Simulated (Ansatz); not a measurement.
The input, for Ansatz 0.2.0:

```yaml
crystal:
  periodic: [false, false, false]
  atoms:
    - {symbol: Si, position_ang: [0.000000, -0.050740, 0.000000]}
    - {symbol: H, position_ang: [0.000000, 0.706913, -1.278374]}
    - {symbol: H, position_ang: [0.000000, 0.706912, 1.278374]}
basis:
  gaussian: {orbitals: cc-pVDZ}
magnetization: {spin_polarized: false, initial_magnetization: 4}
hamiltonian: {pseudopotentials: {relativity: none}}
correlation: {active_space: {window: {electrons: 4, orbitals: 10}}}
accuracy: high
```

```sh
$ ansatz run in.yaml --threads 1 --pin off --events-out ev --progress --plain --max-ram 2393MiB
```

The program prints:

```
547 factors; integrals over basis functions are off by at most 3.1e-9 eV
mean field evaluation 1: about -7882.7411 eV, gradient 8.1e0 eV
mean field evaluation 2: about -7882.7535 eV, gradient 8.1e0 eV
mean field evaluation 4: about -7883.5773 eV, gradient 5.4e-1 eV
mean field evaluation 8: about -7883.5838 eV, gradient 6.9e-4 eV
mean field evaluation 16: about -7883.4104 eV, gradient 1.3e0 eV
mean field evaluation 32: about -7882.5195 eV, gradient 1.4e-2 eV
mean field -7883.58379771 eV, -289.7163608810 hartree, gradient 4.6e-8 eV, S^2 6.000000; 5 other end points of the search recorded, 0 dependent functions left out
reference -7883.58379771 eV, -289.7163608810 hartree; 10, 6 occupied and 18, 22 virtual orbitals, 547 factors
state -7883.90148233 eV, -289.7280355751 hartree
Total energy: -7883.90148233 eV, -289.7280355751 hartree
```

Natural occupations: 0.9973 0.9967 0.9932 0.9922 0.0047 0.0045 0.0039 0.0030 0.0029 0.0018.

Ran on 1 thread of Arm Neoverse V2, shared host: 3 s wall, 0.18 GiB peak host memory.
